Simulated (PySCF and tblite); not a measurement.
trans-CHF=CHCOOH, C₃H₃FO₂, numbered as in [O:1]=[C:2]([OH:3])/[CH:4]=[CH:5]/[F:6].

The ensemble was built from 90 distance-geometry starts (ETKDG and KDG, MMFF94s, GFN2-xTB) and rests on PBE0-D3(BJ)/def2-SVP geometries. Weights use PBE0-D3(BJ)/def2-TZVP energies plus GFN2-xTB zero-point and thermal terms (modes under about 100 cm⁻¹ blended into free rotors). Symmetry numbers and mirror images are counted. Conformers within 3 kcal/mol (GFN2-xTB free energy) were kept, 8 at most. Couplings: B3LYP/pcJ-1. Couplings are for ¹³C, ¹⁹F, ¹H, ¹⁷O. Programs: PySCF with density fitting and tblite.

Torsions listed: O1–C2–O3–H3, O3–C2–C4–C5.

```tsv
conformer	shape	weight %
1	0°, -179°	64.9
2	0°, 0°	35.1
```

Question: Give the couplings in each conformer and the averages at 298.15 K (pairs that fast motion interchanges averaged).

Answer: 
```tsv
coupling	pairs	1	2	average (Hz)
¹J(O1,C2)	1	27.6	26.2	27.1
²J(O1,O3)	1	-7.3	-7.2	-7.3
²J(O1,C4)	1	-0.9	-4.0	-2.0
³J(O1,C5)	1	-3.3	-4.2	-3.6
⁴J(O1,F6)	1	-9.2	-21.3	-13.4
³J(O1,H3)	1	2.2	2.2	2.2
³J(O1,H4)	1	-1.4	-0.4	-1.1
¹J(C2,O3)	1	29.4	30.6	29.8
¹J(C2,C4)	1	82.9	84.5	83.5
³J(C2,F6)	1	19.6	19.8	19.7
²J(C2,H3)	1	-6.2	-6.0	-6.2
²J(C2,H4)	1	0.7	1.9	1.1
³J(C2,H5)	1	2.9	3.0	2.9
²J(O3,C4)	1	-24.9	-18.8	-22.8
³J(O3,C5)	1	-5.9	-1.7	-4.4
⁴J(O3,F6)	1	-9.4	0.6	-5.9
¹J(O3,H3)	1	-75.9	-79.1	-77.0
³J(O3,H4)	1	-0.2	-5.5	-2.1
¹J(C4,C5)	1	96.8	92.2	95.2
²J(C4,F6)	1	12.5	9.2	11.4
³J(H3,C4)	1	9.6	7.0	8.7
¹J(C4,H4)	1	173.9	174.9	174.2
²J(C4,H5)	1	11.4	12.0	11.6
¹J(C5,F6)	1	-364.8	-367.5	-365.8
⁴J(H3,C5)	1	3.0	0.8	2.2
²J(H4,C5)	1	-6.1	-6.8	-6.3
¹J(C5,H5)	1	211.5	210.0	211.0
⁵J(H3,F6)	1	1.9	-0.6	1.0
³J(H4,F6)	1	11.9	13.5	12.5
²J(H5,F6)	1	85.9	86.1	86.0
⁴J(H3,H4)	1	0.4	2.6	1.1
³J(H4,H5)	1	12.6	13.0	12.8
```

Only couplings over up to 5 bonds are listed; longer-range ones, if any, are left out.

Computed couplings to fluorine can be off by tens of per cent at such levels.
